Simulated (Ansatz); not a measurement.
Ansatz (an electronic-structure program) input (HF/6-31G*):

Ansatz 0.2 input:
```yaml
crystal:
  periodic: [false, false, false]
  atoms:
    - {symbol: Na, position_ang: [-0.00000000, -0.00000000, -1.45522981]}
    - {symbol: Cl, position_ang: [0.00000000, 0.00000000, 0.94161929]}
basis:
  gaussian:
    orbitals: 6-31G*
hamiltonian:
  xc: {name: HF}
phonons: {temperatures: {t_min: 298.15, t_max: 298.15, t_step: 100}}
```

Question: Which harmonic wavenumbers does it give?

Answer: 358 cm⁻¹ (unscaled; negative means imaginary).
